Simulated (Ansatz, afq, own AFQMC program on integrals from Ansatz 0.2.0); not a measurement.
BC⁺, singlet in cc-pVDZ, levels against full CI

```xyz
2

B     0.0000    0.0000    0.0000
C     0.0000    0.0000    1.6630
```

Basis cc-pVDZ. Noble-gas cores (and the filled d shells of Ga–Kr and In–Xe) are frozen. Ansatz 0.2.0 and our own AFQMC program on the same integrals; the CISD trial comes from CCSD amplitudes, and released means the phaseless constraint is let go. Uncertainties: one standard error, sampling alone.

Determinant: RHF, the one that the program's search chose, which needn't be the lowest solution. The geometry is a point of a scan.

Full CI on the same integrals is exact in this basis and with this determinant's frozen core.

Cautions: higher spins were not checked; restricted determinant unstable towards unrestricted (UHF 3.02 eV lower, ⟨S²⟩ 1.57); the search met a lower determinant of the same kind, perhaps of another symmetry (565 meV lower), and this one is a saddle point; strong correlation (T1 0.062, weight of the determinant 0.76, largest double 0.26); (T) is large, 7 % of the CCSD correlation; (Q) is large, 104 meV, so the cluster series hasn't closed; CCSD(T) is in doubt: in a space of 6 electrons in 8 natural orbitals full CI lies 84 meV below it; the CCSDTQ amplitudes may be one of several solutions (largest double 0.92); the released energies are still falling, so no released level is given (meV from the phaseless value at times in 1/Eh: -36 ± 5 at 0.24, -67 ± 4 at 0.51, -99 ± 4 at 0.99, -138 ± 5 at 1.62, -159 ± 5 at 2.40); the determinant fills πx and πy unequally, so it mixes two states of the linear molecule, and each level undoes that mixture to a different degree, while full CI gives the lower state, and by Hund's rule a triplet of that filling probably lies lower still; CCSDTQ on the UHF determinant differs (908 meV lower), perhaps since the unrestricted series falls towards higher spin.

```
T1 diagnostic                               : 0.0617
weight of the determinant in the CISD state : 0.760
size of the correlated space                : 6 electrons in 26 orbitals
```

Reference: full CI, correlation energy -6.427 eV. The cautions show a poor starting determinant, so the rows tell how each method copes with it here, and full CI is the sure value.

| level | E − E(reference) (kcal/mol) | share of correlation (%) |
| --- | --- | --- |
| HF | 148.22 | 0.00 |
| MP2 | 43.78 | 70.46 |
| CCSD | 14.97 | 89.90 |
| CCSD(T) | 5.14 | 96.53 |
| CCSDT | 3.70 | 97.51 |
| CCSDT(Q) | 1.29 | 99.13 |
| CCSDTQ | 0.20 | 99.86 |
| ph-AFQMC/HF | 13.22 ± 0.46 | 91.08 |
| ph-AFQMC/CISD | 7.09 ± 0.09 | 95.22 |

CCSDT and higher add their correlation energy to the determinant of the CCSD(T) run, since their own runs factorise the integrals more tightly (a shift of under 2 meV).
